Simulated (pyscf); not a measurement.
Cl–BH–Cl + water (H₂O) → HO–B(Cl)–Cl + hydrogen (H₂) (four-centre exchange; singlet surface; B–H, H–O broken, B–O, H–H formed). Structures and frequencies: ωB97X-D3(BJ)/def2-SVP in PySCF. Energies in kcal/mol from the separated reactants.

```tsv
level	barrier	reaction energy
PBE/def2-TZVP	[?]	-27.0
B3LYP-D3(BJ)/def2-TZVP	19.4	-27.6
PBE0-D3(BJ)/def2-TZVP	[?]	[?]
M06-2X/def2-TZVP	17.7	-29.2
ωB97M-D3(BJ)/def2-TZVP	18.2	-27.5
HF/def2-TZVP	37.5	-25.2
```

Q: Some entries are withheld; supply them.

A: 
- PBE/def2-TZVP, barrier: 13.5
- PBE0-D3(BJ)/def2-TZVP, barrier: 14.7
- PBE0-D3(BJ)/def2-TZVP, reaction energy: -27.1

The functionals in the table span 5.8 kcal/mol in this barrier, from PBE to B3LYP-D3(BJ). On the reactant side the descent ends in an adduct with a B–O contact, 12.1 kcal/mol under the separated species and 30.5 kcal/mol under the saddle at ωB97X-D3(BJ)/def2-TZVP. What is counted as formed (B–O) is already present as a longer contact in the reactant adduct; forming that adduct is a step of its own. At the saddle there is also a short B–H contact that neither side keeps. The same reactants have a lower exit, to HCl + HO–BH–Cl (barrier +6.5 kcal/mol at ωB97M-D3(BJ)/def2-TZVP, against +18.2 kcal/mol here). This is the saddle that the search found; another between the same sides may lie lower.
